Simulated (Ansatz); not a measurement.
Barrier height from H + ClH to the transition structure ClH2, without zero-point energy, on the benchmark's geometries as Psi4's copy of the set gives them.
Transition structure (charge 0, multiplicity 2):
```xyz
3

H      0.0000     0.0000     1.4858
Cl     0.0000     0.0000     0.0000
H      0.0000     0.0000    -1.4858
```
Reactant (charge 0, multiplicity 1):
```xyz
2

Cl     0.0000     0.0000     0.0000
H      1.2744     0.0000     0.0000
```

Open shells are unrestricted; no spin–orbit coupling.

Frozen-core correlation. CBS(a, b) extrapolates the correlation energy as X⁻³ and adds the Hartree–Fock energy of set b.

Run with Ansatz (a program for electronic structure) with Gaussian orbitals. Each number belongs to the level named beside it.

Predict the barrier height from CCSD/aug-cc-pV(D+d)Z.

0.91 eV

Give the barrier height at the level CCSD(T)/CBS(aug-cc-pV(T+d)Z, aug-cc-pV(Q+d)Z).

0.77 eV

Give the barrier height at the level SVWN5/def2-TZVPPD.

0.09 eV
